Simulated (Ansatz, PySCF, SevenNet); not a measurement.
**Bulk modulus of rock-salt MgS: levels of theory against measurement**

Reference value: 81 GPa (measured, corrected for zero-point motion; as tabulated in Goldzak et al. (2022), arXiv:2208.04865).

```
level (code)                   value (GPa)  cell (Å³/atom)  error (%)
-----------------------------  -----------  --------------  ---------
SevenNet-l3i5                         72.7           17.86      -10.2
LDA (Ansatz)                          83.2           16.87       +2.7
PBE (Ansatz)                          74.0           17.88       -8.6
B3LYP (VWN-RPA form) (Ansatz)         74.7           18.03       -7.8
CCSD(T) (PySCF)                   82.3 ± 3           17.56       +1.6
```

Once the reference is moved by up to 5.0 % (a margin picked here for doubts on the reference and the settings) and values within 1.7 % count as equal, the nearest can be CCSD(T) (+1.6 %), LDA (+2.7 %), B3LYP (VWN-RPA form) (-7.8 %) or PBE (-8.6 %).

A ± on a computed value is a rough bar: the spread of its extrapolation, a floor set from checks against published values, or a statistical error. Each level is taken at its own relaxed cell. Cutoffs and k meshes differ between the levels. Ansatz's density-functional and Hartree–Fock values are scalar-relativistic unless marked +SOC, with PAW data made under PBE.

Machine-learned potentials (SevenNet-l3i5) are trained on DFT data: a solid inside that data is no test of them.

Differences are worked out from the printed values.

Ansatz is an electronic-structure program.
